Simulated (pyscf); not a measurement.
H₂N–SiH: [singlet] + silane (SiH₄) → :HSi–NH–SiH₃ [singlet] + hydrogen (H₂), a four-centre exchange (singlet surface; H–N, H–Si broken, N–Si, H–H formed). Single points on ωB97X-D3(BJ)/def2-SVP structures (PySCF, gas phase). Energies in kcal/mol from the separated reactants.

Small-basis levels: PySCF, no dispersion term, spherical d functions. 

Question: In single points BP86/6-31G* puts the saddle at 53.8 kcal/mol and the reaction energy at -2.6 kcal/mol. Should these be trusted to within a few kcal/mol? Compare with ωB97M-D3(BJ)/def2-TZVP.

Answer: ωB97M-D3(BJ)/def2-TZVP gives ΔE‡ = 53.2 kcal/mol and ΔE = -5.2 kcal/mol. BP86/6-31G* lies 0.5 kcal/mol over it in the barrier and 2.6 kcal/mol over it in the reaction energy, so on this step it holds to within 3.0 kcal/mol. ωB97M-D3(BJ)/def2-TZVP has limits of its own. One saddle was located; it need not be the lowest between these sides.
